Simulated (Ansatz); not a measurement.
Two structures of BPNH$_{7}$, singlet, reached by relaxing down either side of one saddle point (PBE0-D4/def2-TZVP). Energies are electronic, without zero-point energy. Computed with Ansatz 0.2.0 (basis: def2-TZVPP and def2-QZVPP); correlated methods freeze the cores. Extrapolation: Hartree–Fock as exp(−7.88 √X), correlation as X^−2.97. First:

```json
{"atom": "B1", "x (Å)": "0.5157", "y (Å)": "-1.0745", "z (Å)": "1.1272"}
{"atom": "N2", "x (Å)": "1.3353", "y (Å)": "0.0214", "z (Å)": "0.8961"}
{"atom": "H3", "x (Å)": "0.6790", "y (Å)": "-2.0669", "z (Å)": "0.4790"}
{"atom": "H4", "x (Å)": "-0.3219", "y (Å)": "-1.0024", "z (Å)": "1.9783"}
{"atom": "H5", "x (Å)": "-1.3165", "y (Å)": "1.5618", "z (Å)": "-0.5887"}
{"atom": "P6", "x (Å)": "-1.5122", "y (Å)": "0.3168", "z (Å)": "-1.2402"}
{"atom": "H7", "x (Å)": "2.0690", "y (Å)": "0.0259", "z (Å)": "0.2081"}
{"atom": "H8", "x (Å)": "1.2640", "y (Å)": "0.8814", "z (Å)": "1.4128"}
{"atom": "H9", "x (Å)": "-0.3496", "y (Å)": "0.4598", "z (Å)": "-2.0406"}
{"atom": "H10", "x (Å)": "-2.3630", "y (Å)": "0.8767", "z (Å)": "-2.2319"}
```

Second:

```xyz
10
angstrom
B -0.2160 -0.4421 0.3307
N 1.0735 0.5204 0.6363
H 0.2351 -1.5555 0.2065
H -0.9353 -0.3124 1.2945
H 0.7820 1.4929 0.6975
P -1.0846 0.3428 -1.2562
H 1.7681 0.4572 -0.1023
H 1.5199 0.2600 1.5105
H -0.7525 -0.5999 -2.2638
H -2.3903 -0.1634 -1.0537
```

Which bonds change from the first to the second?

BNH₄ ([BH2][NH2]) + PH₃ → BPH₄ ([BH2][PH2]) + NH₃ (still joined by a long B–N bond); bonds formed: B1–P6, N2–H5; bonds broken: H5–P6; bonds weakened to dative contacts: B1–N2.

Give the saddle point's structure and its height above each. (To be estimated.)

By the calculation: 1.632 eV above the first and 1.533 eV above the second (CCSD(T) at an estimated basis limit (MP2 extrapolated from triple and quadruple zeta, plus CCSD(T) − MP2 in triple zeta)).
```
10
angstrom
B 0.0505 -0.7350 0.4713
N 1.0258 0.4817 0.6766
H 0.5810 -1.7220 0.0272
H -0.6981 -0.9258 1.3966
H 0.2361 1.1370 -0.4298
P -0.9398 0.2191 -1.0016
H 1.9987 0.2871 0.4782
H 0.9694 0.9233 1.5854
H -0.9270 -0.2501 -2.3322
H -2.2967 0.5848 -0.8717
```

T1 diagnostic: at most 0.013.

Labels in which every atom is bracketed show which atoms are joined, not bond orders.

For scale, one of the runs: CCSD(T)/def2-TZVPP, 202 basis functions, launched by `ansatz run in.yaml --threads 2 --pin off --events-out ev --progress --plain --max-ram 4352MiB`. The run took 55 s on 2 CPU threads of an Arm Neoverse V1 (shared host), with 2.5 GiB of host memory at its peak.
